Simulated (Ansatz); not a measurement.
Here is an Ansatz input file for C5H7N, SMILES C=C=CCC=N. Write the same calculation for the Python package.

```yaml
crystal:
  periodic: [false, false, false]
  atoms:
    - { symbol: C, position_ang: [2.6064, 0.7616, 0.3347] }
    - { symbol: C, position_ang: [1.5958, 0.0087, 0.0272] }
    - { symbol: C, position_ang: [0.5762, -0.7393, -0.2785] }
    - { symbol: C, position_ang: [-0.7111, -0.2365, -0.8551] }
    - { symbol: C, position_ang: [-1.7554, -0.2475, 0.2302] }
    - { symbol: "N", position_ang: [-2.3566, 0.8313, 0.6102] }
    - { symbol: H, position_ang: [2.4504, 1.7335, 0.7891] }
    - { symbol: H, position_ang: [3.621, 0.4376, 0.1348] }
    - { symbol: H, position_ang: [0.6598, -1.8097, -0.1122] }
    - { symbol: H, position_ang: [-0.6062, 0.7732, -1.2657] }
    - { symbol: H, position_ang: [-1.042, -0.9056, -1.6555] }
    - { symbol: H, position_ang: [-2.0091, -1.2201, 0.6864] }
    - { symbol: H, position_ang: [-3.0292, 0.6129, 1.3543] }
basis:
  gaussian: { orbitals: def2-SVP }
correlation:
  method: mp2
output:
  forces: true
```

On the command line:
```console
$ ansatz run input.yaml --threads 1 --pin off --max-ram 4096MiB --backend cpu --events-out ev --progress --plain --runs-dir out
Engine: ansatz 0.2.0, aarch64-unknown-linux-gnu
Functional definition: HF
  exchange = exact_x
  correlation = 0
1234 factors; integrals over basis functions are off by at most 1.4e-3 eV
mean field evaluation 1: about -6732.5365 eV, gradient 3.5e1 eV
mean field evaluation 2: about -6732.5453 eV, gradient 3.5e1 eV
mean field evaluation 4: about -6736.1740 eV, gradient 5.4e0 eV
mean field evaluation 8: about -6736.2830 eV, gradient 2.4e-1 eV
mean field -6736.28380693 eV, -247.5538638874 hartree, gradient 2.4e-6 eV, S^2 0.000000; 0 other end points of the search recorded, 0 dependent functions left out; unrestricted orbitals would lower it
mean field evaluation 16: about -6736.5243 eV, gradient 4.0e-1 eV
6 core orbitals not correlated: weight in the atoms' cores, before any rotation towards them, 1.000 or more for the frozen orbitals, at most 0.000 for the correlated occupied ones
reference -6736.28380693 eV, -247.5538638874 hartree; 16, 16 occupied and 97, 97 virtual orbitals, 1234 factors
second order -22.43108797 eV of doubles, -0.00000000 eV of singles
the calculation of the forces begins
Total energy: -6758.71489489 eV, -248.3781911658 hartree
Atom 0 at     2.606400     0.761600     0.334700 Å, force     1.046662     0.785441     0.304260 eV/Å
Atom 1 at     1.595800     0.008700     0.027200 Å, force    -0.119279    -0.034291    -0.121930 eV/Å
Atom 2 at     0.576200    -0.739300    -0.278500 Å, force    -0.837480    -0.746549    -0.461128 eV/Å
Atom 3 at    -0.711100    -0.236500    -0.855100 Å, force     0.046394    -0.224981    -0.652483 eV/Å
Atom 4 at    -1.755400    -0.247500     0.230200 Å, force    -0.720682     0.831742     0.408681 eV/Å
Atom 5 at    -2.356600     0.831300     0.610200 Å, force     0.557844    -0.377043    -0.410908 eV/Å
Atom 6 at     2.450400     1.733500     0.789100 Å, force     0.100265    -0.118921     1.279239 eV/Å
Atom 7 at     3.621000     0.437600     0.134800 Å, force     0.389323     0.473893    -1.114350 eV/Å
Atom 8 at     0.659800    -1.809700    -0.112200 Å, force    -0.458158    -0.346062     1.182722 eV/Å
Atom 9 at    -0.606200     0.773200    -1.265700 Å, force    -0.081920     0.182238     0.075409 eV/Å
Atom 10 at    -1.042000    -0.905600    -1.655500 Å, force    -0.225039    -0.128656    -0.313311 eV/Å
Atom 11 at    -2.009100    -1.220100     0.686400 Å, force     0.252387    -0.183357    -0.124707 eV/Å
Atom 12 at    -3.029200     0.612900     1.354300 Å, force     0.049684    -0.113455    -0.051492 eV/Å
Dipole moment:    -0.010075    -0.366544     0.069633 e Å
```

Interactive session:
```pycon
>>> import ansatz as az
>>> import numpy as np
>>> import pandas as pd
>>> deck = {
...     'crystal': {
...         'periodic': [False, False, False],
...         'atoms': [
...             {'symbol': 'C', 'position_ang': [2.6064, 0.7616, 0.3347]},
...             {'symbol': 'C', 'position_ang': [1.5958, 0.0087, 0.0272]},
...             {'symbol': 'C', 'position_ang': [0.5762, -0.7393, -0.2785]},
...             {'symbol': 'C', 'position_ang': [-0.7111, -0.2365, -0.8551]},
...             {'symbol': 'C', 'position_ang': [-1.7554, -0.2475, 0.2302]},
...             {'symbol': 'N', 'position_ang': [-2.3566, 0.8313, 0.6102]},
...             {'symbol': 'H', 'position_ang': [2.4504, 1.7335, 0.7891]},
...             {'symbol': 'H', 'position_ang': [3.621, 0.4376, 0.1348]},
...             {'symbol': 'H', 'position_ang': [0.6598, -1.8097, -0.1122]},
...             {'symbol': 'H', 'position_ang': [-0.6062, 0.7732, -1.2657]},
...             {'symbol': 'H', 'position_ang': [-1.042, -0.9056, -1.6555]},
...             {'symbol': 'H', 'position_ang': [-2.0091, -1.2201, 0.6864]},
...             {'symbol': 'H', 'position_ang': [-3.0292, 0.6129, 1.3543]},
...         ],
...     },
...     'basis': {'gaussian': {'orbitals': 'def2-SVP'}},
...     'correlation': {'method': 'mp2'},
...     'output': {'forces': True},
... }
>>> session = az.Session.from_dict(deck)
>>> summary = session.plan(threads=1).execute().report
>>> print('reference energy %16.6f eV' % summary['reference_energy_ev'])
reference energy     -6736.283807 eV
>>> print('total energy     %16.6f eV' % summary['free_energy_ev'])
total energy         -6758.714895 eV
>>> print('occupied orbitals outside the frozen core (up, down):', summary['n_occupied'], ' frozen:', summary['n_frozen'], ' virtual:', summary['n_virtual'])
occupied orbitals outside the frozen core (up, down): [16, 16]  frozen: 6  virtual: [97, 97]
>>> symbols = ['C', 'C', 'C', 'C', 'C', 'N', 'H', 'H', 'H', 'H', 'H', 'H', 'H']
>>> parts = summary['correlation']
>>> for name in ('random_phase', 'coupled_cluster', 'perturbative'):
...     if name in parts:
...         print(f'{name:16s} {parts[name]["energy"]["hartree"]:12.7f} Ha')
...
>>> if 'second_order' in parts:
...     pair = parts['second_order']
...     print(f'MP2 same spin {pair["same_spin"]["hartree"]:.7f} Ha, opposite spin {pair["opposite_spin"]["hartree"]:.7f} Ha')
...
MP2 same spin -0.2010079 Ha, opposite spin -0.6233194 Ha
>>> state = summary['mean_field']['state']
>>> print(f'mean field: {state["energy"]["hartree"]:.7f} Ha, <S^2> = {abs(state["spin_squared"]):.4f}, stability: {state.get("stability", {}).get("kind")}')
mean field: -247.5538639 Ha, <S^2> = 0.0000, stability: minimum
>>> print('forces (eV/A)')
forces (eV/A)
>>> for symbol, f in zip(symbols, summary['forces_ev_ang']):
...     print(f'  {symbol:2s} {f[0]:9.4f} {f[1]:9.4f} {f[2]:9.4f}')
...
  C     1.0467    0.7854    0.3043
  C    -0.1193   -0.0343   -0.1219
  C    -0.8375   -0.7465   -0.4611
  C     0.0464   -0.2250   -0.6525
  C    -0.7207    0.8317    0.4087
  N     0.5578   -0.3770   -0.4109
  H     0.1003   -0.1189    1.2792
  H     0.3893    0.4739   -1.1143
  H    -0.4582   -0.3461    1.1827
  H    -0.0819    0.1822    0.0754
  H    -0.2250   -0.1287   -0.3133
  H     0.2524   -0.1834   -0.1247
  H     0.0497   -0.1135   -0.0515
>>> charges = summary['charge_distribution']
>>> table = pd.DataFrame({'atom': symbols, 'mulliken': charges['mulliken_charges_e'], 'lowdin': charges['lowdin_charges_e']})
>>> table.round(3)
   atom  mulliken  lowdin
0     C    -0.217  -0.026
1     C     0.180  -0.016
2     C    -0.266  -0.068
3     C     0.057   0.001
4     C    -0.039  -0.062
5     N    -0.171   0.072
6     H     0.078   0.026
7     H     0.073   0.024
8     H     0.061   0.030
9     H     0.053   0.019
10    H     0.046   0.015
11    H     0.028  -0.007
12    H     0.116  -0.006
>>> print('dipole (e A):', np.round(charges['dipole_moment_e_ang'], 4) + 0.0)
dipole (e A): [-0.0101 -0.3665  0.0696]
```

Reading the output:
- Total energies depend on the basis set; only differences at equal settings carry meaning.
- The geometry is a force-field or estimated start, not a minimum of this method, and the basis set is short of its limit.
- The Löwdin charges here are taken after orthogonalising the functions within each atom; they differ from plain Löwdin charges, and their signs can be unphysical.
- Timing: 7.7 s on 1 thread of Arm Neoverse V1, on a shared host, peak memory 0.4 GiB.

(Lines on the test bed's own set-up are left out of the output.)
